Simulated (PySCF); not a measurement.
Record of a relaxation.

Compound: C5H8O.
Atom-mapped SMILES: `[CH3:1]/[CH:2]=[CH:3]/[C:4]([CH3:5])=[O:6]` (hydrogens: H7, H8, H9 on C1; H10 on C2; H11 on C3; H12, H13, H14 on C5)

Method: PBE0-D3(BJ)/def2-SVP geometry optimisation, gas phase (PySCF 2.14.0); density fitting, grid level 1; the optimiser is geomeTRIC in internal coordinates, started from an MMFF94s structure with every atom displaced at random (about 0.03 Å). The frame can shift and turn from step to step; on so coarse a grid that alone can change the energy by a few meV, and forces under 0.02 eV/Å are noise.

Step 0: E = -7346.8308 eV, largest atomic force 10.177 eV/Å
```
atom  x, y, z in Å  |  force x, y, z in eV/Å
C1      2.354   -0.666    0.143   -3.375   7.124   1.560
C2      0.793   -0.414    0.084    1.556   0.739  -0.072
C3      0.165    0.770   -0.205    6.815  -1.589   0.667
C4     -1.145    1.013   -0.239   -9.745   2.750  -1.026
C5     -2.197   -0.157    0.005   -0.906   3.501   2.695
O6     -1.667    2.151   -0.494    2.283  -3.048   0.799
H7      2.626   -0.947    1.121    0.507  -0.725   1.511
H8      2.882    0.354   -0.099   -0.771  -1.817   0.398
H9      2.587   -1.322   -0.551    1.512  -3.900  -3.698
H10     0.212   -1.297    0.326   -0.417  -0.318  -0.025
H11     0.789    1.657   -0.358    0.098   0.001  -0.185
H12    -2.021   -0.520    1.068   -0.341   0.023  -1.098
H13    -3.305    0.252   -0.072    2.350  -0.532   0.171
H14    -2.093   -0.918   -0.685    0.435  -2.209  -1.696
```

Step 1: E = -7348.1203 eV, largest atomic force 2.216 eV/Å
```
atom  x, y, z in Å  |  force x, y, z in eV/Å
C1      2.231   -0.862    0.249    0.144  -0.585  -0.996
C2      0.782   -0.469    0.174    0.677   0.017  -0.044
C3      0.342    0.756   -0.133   -1.653   0.047   0.227
C4     -1.147    1.154   -0.268    2.101  -0.685  -0.162
C5     -2.246    0.107   -0.057   -0.119   0.544  -0.853
O6     -1.338    2.290   -0.629   -0.848   0.036   0.134
H7      2.479   -1.237    1.257    0.003  -0.293  -0.192
H8      2.927   -0.026    0.048   -0.307   0.019  -0.009
H9      2.461   -1.661   -0.552   -0.276   0.821   1.265
H10     0.062   -1.268    0.380   -0.086  -0.044  -0.033
H11     1.029    1.593   -0.309   -0.090  -0.090  -0.079
H12    -2.309   -0.248    0.982    0.070   0.033  -0.014
H13    -3.196    0.599   -0.361    0.310  -0.267   0.311
H14    -2.097   -0.772   -0.735    0.073   0.448   0.447
```

Step 2: E = -7348.2592 eV, largest atomic force 1.345 eV/Å
```
atom  x, y, z in Å  |  force x, y, z in eV/Å
C1      2.175   -0.879    0.266    0.264  -0.148  -0.562
C2      0.760   -0.444    0.130   -0.282  -0.215   0.059
C3      0.312    0.781   -0.173   -0.633   0.771  -0.225
C4     -1.145    1.195   -0.319    1.131  -0.678   0.265
C5     -2.146    0.110   -0.055   -0.417  -0.038  -0.304
O6     -1.457    2.322   -0.627    0.152  -0.093   0.022
H7      2.368   -1.305    1.265   -0.031  -0.071  -0.036
H8      2.874   -0.047    0.107    0.030   0.033   0.010
H9      2.417   -1.672   -0.493   -0.165   0.406   0.528
H10     0.020   -1.236    0.295   -0.027  -0.001   0.007
H11     0.998    1.614   -0.355    0.155   0.005   0.007
H12    -2.094   -0.237    0.987    0.019  -0.026   0.025
H13    -3.144    0.507   -0.264   -0.154  -0.013   0.056
H14    -1.959   -0.752   -0.720   -0.042   0.067   0.149
```

Step 3: E = -7348.2674 eV, largest atomic force 0.854 eV/Å
```
atom  x, y, z in Å  |  force x, y, z in eV/Å
C1      2.214   -0.831    0.263    0.145  -0.241   0.085
C2      0.775   -0.519    0.126   -0.050   0.172  -0.006
C3      0.333    0.708   -0.177   -0.840  -0.059  -0.141
C4     -1.101    1.105   -0.318    0.094   0.238   0.204
C5     -2.227    0.147   -0.072    0.366  -0.679   0.242
O6     -1.380    2.248   -0.594    0.260   0.701  -0.267
H7      2.438   -1.263    1.251    0.025   0.053   0.098
H8      2.830    0.063    0.108    0.087   0.011   0.029
H9      2.516   -1.597   -0.462    0.085  -0.118  -0.175
H10     0.062   -1.341    0.282    0.015   0.090   0.008
H11     1.028    1.535   -0.358   -0.003   0.001   0.047
H12    -2.194   -0.209    0.967   -0.013  -0.106   0.066
H13    -3.184    0.636   -0.249   -0.108   0.221  -0.095
H14    -2.132   -0.726   -0.724   -0.062  -0.285  -0.095
```

Step 4: E = -7348.3144 eV, largest atomic force 0.413 eV/Å
```
atom  x, y, z in Å  |  force x, y, z in eV/Å
C1      2.194   -0.849    0.266   -0.013  -0.030   0.001
C2      0.763   -0.474    0.117    0.035   0.001   0.027
C3      0.323    0.755   -0.187   -0.393  -0.006  -0.125
C4     -1.109    1.140   -0.326    0.093   0.192   0.182
C5     -2.189    0.119   -0.065    0.157  -0.171   0.063
O6     -1.399    2.285   -0.605    0.086   0.033  -0.096
H7      2.390   -1.289    1.257   -0.004   0.058   0.057
H8      2.855    0.015    0.118    0.045  -0.006   0.024
H9      2.470   -1.629   -0.459    0.026  -0.052  -0.107
H10     0.031   -1.278    0.270    0.015   0.030   0.018
H11     1.018    1.582   -0.368    0.008  -0.011   0.043
H12    -2.131   -0.238    0.975   -0.004  -0.019   0.011
H13    -3.171    0.571   -0.234   -0.018   0.086  -0.044
H14    -2.066   -0.755   -0.717   -0.033  -0.103  -0.056
```

Step 5: E = -7348.3186 eV, largest atomic force 0.239 eV/Å
```
atom  x, y, z in Å  |  force x, y, z in eV/Å
C1      2.205   -0.845    0.256   -0.005  -0.044  -0.015
C2      0.766   -0.484    0.136   -0.093   0.028  -0.003
C3      0.305    0.737   -0.170   -0.006   0.200  -0.022
C4     -1.116    1.150   -0.308    0.124  -0.203  -0.020
C5     -2.196    0.120   -0.072   -0.044   0.031   0.016
O6     -1.385    2.293   -0.609   -0.002  -0.031   0.030
H7      2.422   -1.262    1.254    0.007   0.011   0.005
H8      2.861    0.021    0.087   -0.008  -0.001   0.004
H9      2.471   -1.632   -0.470   -0.004   0.013   0.011
H10     0.047   -1.292    0.315   -0.009  -0.021  -0.002
H11     1.003    1.562   -0.350    0.034   0.010  -0.011
H12    -2.161   -0.245    0.967   -0.005  -0.002  -0.002
H13    -3.171    0.586   -0.261   -0.002  -0.018   0.009
H14    -2.071   -0.754   -0.731    0.013   0.025  -0.002
```

Step 6: E = -7348.3197 eV, largest atomic force 0.168 eV/Å
```
atom  x, y, z in Å  |  force x, y, z in eV/Å
C1      2.183   -0.851    0.255    0.007  -0.003   0.008
C2      0.755   -0.452    0.133    0.086   0.001   0.001
C3      0.316    0.777   -0.178   -0.065  -0.048   0.065
C4     -1.111    1.153   -0.305    0.133  -0.041  -0.094
C5     -2.166    0.098   -0.068   -0.074   0.019   0.021
O6     -1.408    2.289   -0.606   -0.080   0.066   0.014
H7      2.387   -1.266    1.257    0.008  -0.002  -0.009
H8      2.863   -0.006    0.082   -0.004   0.003  -0.004
H9      2.428   -1.649   -0.467   -0.003   0.008   0.018
H10     0.017   -1.243    0.315    0.014   0.001  -0.015
H11     1.015    1.602   -0.359   -0.007  -0.024  -0.016
H12    -2.120   -0.270    0.969   -0.017   0.001  -0.007
H13    -3.151    0.545   -0.252    0.008  -0.020   0.013
H14    -2.026   -0.769   -0.732   -0.004   0.040   0.007
```

Step 7: E = -7348.3214 eV, largest atomic force 0.061 eV/Å
```
atom  x, y, z in Å  |  force x, y, z in eV/Å
C1      2.199   -0.848    0.259   -0.013   0.052   0.003
C2      0.768   -0.461    0.130   -0.038  -0.047   0.013
C3      0.312    0.762   -0.181    0.020  -0.025  -0.002
C4     -1.114    1.143   -0.311   -0.005   0.041   0.028
C5     -2.187    0.106   -0.068    0.044  -0.025   0.013
O6     -1.404    2.285   -0.603   -0.001   0.011  -0.021
H7      2.404   -1.264    1.259   -0.005   0.012   0.003
H8      2.871    0.005    0.090    0.011   0.003  -0.002
H9      2.455   -1.642   -0.462   -0.002  -0.010  -0.017
H10     0.039   -1.261    0.306   -0.009  -0.009  -0.001
H11     1.007    1.589   -0.364   -0.005   0.002  -0.003
H12    -2.142   -0.265    0.968    0.003  -0.003  -0.002
H13    -3.166    0.566   -0.246    0.004   0.009  -0.003
H14    -2.062   -0.761   -0.734   -0.004  -0.011  -0.009
```

Step 8: E = -7348.3214 eV, largest atomic force 0.083 eV/Å
```
atom  x, y, z in Å  |  force x, y, z in eV/Å
C1      2.196   -0.840    0.258   -0.002  -0.048   0.012
C2      0.759   -0.474    0.132    0.033   0.053  -0.008
C3      0.310    0.751   -0.180   -0.064   0.044  -0.028
C4     -1.112    1.145   -0.313   -0.004   0.000   0.041
C5     -2.184    0.107   -0.068   -0.004   0.017  -0.005
O6     -1.398    2.288   -0.604    0.021  -0.064  -0.003
H7      2.409   -1.251    1.259    0.006   0.004   0.005
H8      2.855    0.023    0.086   -0.009  -0.003   0.000
H9      2.461   -1.631   -0.462    0.009  -0.010  -0.006
H10     0.034   -1.279    0.308    0.010   0.010   0.000
H11     1.011    1.573   -0.364    0.009  -0.002   0.005
H12    -2.137   -0.266    0.967    0.006   0.003  -0.002
H13    -3.163    0.568   -0.243   -0.007   0.001  -0.001
H14    -2.061   -0.759   -0.736   -0.002  -0.005  -0.009
```

Step 9: E = -7348.3220 eV, largest atomic force 0.030 eV/Å
```
atom  x, y, z in Å  |  force x, y, z in eV/Å
C1      2.196   -0.842    0.259   -0.002  -0.008   0.001
C2      0.762   -0.466    0.130    0.007   0.010   0.000
C3      0.311    0.758   -0.181   -0.012   0.007  -0.011
C4     -1.113    1.145   -0.312    0.005  -0.005   0.029
C5     -2.183    0.104   -0.067   -0.003  -0.001  -0.004
O6     -1.403    2.286   -0.603    0.000  -0.004  -0.014
H7      2.405   -1.254    1.260    0.001   0.005   0.002
H8      2.862    0.015    0.087   -0.001   0.000  -0.002
H9      2.457   -1.636   -0.461    0.002  -0.003  -0.001
H10     0.035   -1.269    0.307    0.001   0.001   0.001
H11     1.008    1.582   -0.366    0.002   0.000   0.003
H12    -2.135   -0.269    0.968    0.003  -0.001  -0.001
H13    -3.163    0.564   -0.242    0.000  -0.001   0.001
H14    -2.058   -0.761   -0.736   -0.003   0.000  -0.004
```

Step 10: E = -7348.3220 eV, largest atomic force under 0.02 eV/Å
```
atom  x, y, z in Å  |  force x, y, z in eV/Å
C1      2.197   -0.840    0.258    0.001   0.000  -0.001
C2      0.763   -0.463    0.132    0.000   0.000   0.001
C3      0.310    0.760   -0.180    0.002   0.003   0.007
C4     -1.115    1.144   -0.310   -0.001  -0.003  -0.007
C5     -2.183    0.101   -0.068   -0.001   0.002   0.004
O6     -1.407    2.284   -0.604   -0.001  -0.004  -0.002
H7      2.408   -1.248    1.261    0.001   0.003   0.000
H8      2.863    0.015    0.081    0.000   0.001  -0.002
H9      2.455   -1.638   -0.459   -0.001   0.001   0.004
H10     0.037   -1.265    0.313    0.000  -0.001  -0.002
H11     1.006    1.585   -0.366    0.000   0.000  -0.003
H12    -2.134   -0.275    0.966    0.001  -0.003   0.000
H13    -3.163    0.560   -0.241   -0.001  -0.001   0.003
H14    -2.057   -0.762   -0.739    0.000   0.003  -0.001
```

Task: Summarise the path.

Result: The energy falls by 34.39 kcal/mol from step 0 to step 10; nine tenths of that is first reached at step 2. It falls at every step. The largest force goes from 10.177 to under 0.02 eV/Å. Among the bonds C3–C4 changes most, from 1.333 to 1.481 Å; the atoms move by 0.070 Å rms after alignment.

Task: Follow the three bonds and two angles with the largest change from start to end.

Result: 
| step | E above end (kcal/mol) | largest force (eV/Å) | C3–C4 (Å) | C1–H9 (Å) | C1–C2 (Å) | H7–C1–H9 (°) | C5–C4–O6 (°) |
| --- | --- | --- | --- | --- | --- | --- | --- |
| 0 | 34.39 | 10.177 | 1.333 | 0.983 | 1.582 | 114.6 | 114.5 |
| 1 | 4.65 | 2.216 | 1.547 | 1.155 | 1.503 | 110.7 | 124.8 |
| 2 | 1.45 | 1.345 | 1.521 | 1.125 | 1.487 | 107.6 | 123.1 |
| 3 | 1.26 | 0.854 | 1.495 | 1.097 | 1.479 | 105.2 | 117.9 |
| 4 | 0.18 | 0.413 | 1.490 | 1.100 | 1.487 | 105.4 | 120.5 |
| 5 | 0.08 | 0.239 | 1.486 | 1.104 | 1.488 | 106.1 | 121.5 |
| 6 | 0.05 | 0.168 | 1.481 | 1.104 | 1.488 | 106.3 | 121.5 |
| 7 | 0.02 | 0.061 | 1.482 | 1.102 | 1.488 | 106.1 | 120.9 |
| 8 | 0.01 | 0.083 | 1.482 | 1.103 | 1.488 | 106.2 | 121.2 |
| 9 | 0.00 | 0.030 | 1.481 | 1.103 | 1.488 | 106.2 | 121.1 |
| 10 | 0.00 | under 0.02 | 1.481 | 1.103 | 1.488 | 106.2 | 121.1 |

What follows is the cost of the whole optimisation. On an Arm Neoverse V2 with one thread, no GPU (shared host), this took 54 s wall and 0.50 GiB of memory at its peak.
